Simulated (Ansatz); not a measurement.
# CH₄O (triplet): the correlation ladder at distance C1–H5 along a hydrogen transfer = 1.432 Å, cc-pVDZ

Aim: climb from Hartree-Fock through coupled cluster and multireference methods for CH₄O (triplet) at one geometry and basis, and see what each rung misses.

Program: Ansatz 0.2.0, Gaussian basis. Level of theory: cc-pVDZ, core rule «outside noble gas», up to 2 orbitals frozen. These are calculated values, not measurements.

The runs, in order: UHF; CCSD(T) on ROHF; CCSD(T) on UHF; BCCD(T) on ROHF; CISD; CCSDT(Q) on ROHF; CCSDT(Q) on UHF; CASSCF and MRCISD+Q, 4 electrons in 4 orbitals; CASSCF and NEVPT2, 4 electrons in 4 orbitals.

8 further runs of the same task are left out: 2 for a mislabelled method, 6 that didn't finish.

**1. The geometry**

The geometry derives from fragments relaxed apart (PBE0/def2-TZVP) and kept rigid, so it is no stationary point. A hydrogen atom is moved between rigid fragments.

6 atoms, charge 0, spin multiplicity 3.

Atoms are counted from 1 here; the program's logs count them from 0.

Bond lengths: C1–H2 1.090 Å, C1–H3 1.090 Å, C1–H4 1.090 Å, H5–O6 1.246 Å. Angles: H2–C1–H3 109.5°, H2–C1–H4 109.5°, H3–C1–H4 109.5°.

**2. UHF**

Contents of in.yaml:

```yaml
crystal:
  periodic: [false, false, false]
  atoms:
    - {symbol: C, position_ang: [-1.347971, 0.000000, 0.000000]}
    - {symbol: H, position_ang: [-1.711177, 1.027301, 0.000000]}
    - {symbol: H, position_ang: [-1.711177, -0.513650, 0.889668]}
    - {symbol: H, position_ang: [-1.711177, -0.513650, -0.889669]}
    - {symbol: H, position_ang: [0.084029, 0.000000, 0.000000]}
    - {symbol: O, position_ang: [1.330029, 0.000000, 0.000000]}
basis:
  gaussian: {orbitals: cc-pVDZ}
magnetization: {spin_polarized: true, initial_magnetization: 2}
hamiltonian: {xc: hf}
output: {orbitals: {seedname: orbitals}}
```

Command:

```console
> ansatz run in.yaml --threads 1 --pin off --events-out ev --progress --plain --max-ram 2393MiB
```

After this run come: CCSD(T) on ROHF; CCSD(T) on UHF; BCCD(T) on ROHF; CISD; CCSDT(Q) on ROHF; CCSDT(Q) on UHF; CASSCF and MRCISD+Q, 4 electrons in 4 orbitals; CASSCF and NEVPT2, 4 electrons in 4 orbitals.

Before running them: what should the planned runs give, taken together? Wanted: UCCSDT(Q) below the RHF energy; RMP2 from UCCSDT(Q); UMP2 from UCCSDT(Q); RCCSD from UCCSDT(Q); RCCSD(T) from UCCSDT(Q); UCCSD(T) from UCCSDT(Q); RCCSDT(Q) from UCCSDT(Q); NEVPT2 pair from UCCSDT(Q); MRCISD+Q pair from UCCSDT(Q).

**Answer**, as computed:

```
                         quantity                                                   value
   UCCSDT(Q) below the RHF energy                                              -9.6553 eV
              RMP2 from UCCSDT(Q)                                           +114.1 kJ/mol
              UMP2 from UCCSDT(Q)                                           +129.2 kJ/mol
             RCCSD from UCCSDT(Q)                                            +22.6 kJ/mol
          RCCSD(T) from UCCSDT(Q)                                             +3.5 kJ/mol
          UCCSD(T) from UCCSDT(Q)                                             +3.6 kJ/mol
         RCCSDT(Q) from UCCSDT(Q)                                             +0.1 kJ/mol
       NEVPT2 pair from UCCSDT(Q)                                           +110.1 kJ/mol
     MRCISD+Q pair from UCCSDT(Q)                                             +9.7 kJ/mol
levels within 1 kcal/mol (43 meV)  RCCSD(T), UCCSD(T), BCCD(T), RCCSDT, UCCSDT, RCCSDT(Q)
                    T1 diagnostic                                                   0.026
```

In words: RCCSD(T) lands +3.5 kJ/mol from the yardstick (0.4 % of the correlation energy). Of the multireference levels listed MRCISD+Q pair comes nearest in total energy (+9.7 kJ/mol), which doesn't show that its space is the better one. These misses are within one basis, not against nature; the frozen cores of restricted and unrestricted runs differ, which can shift their rows.
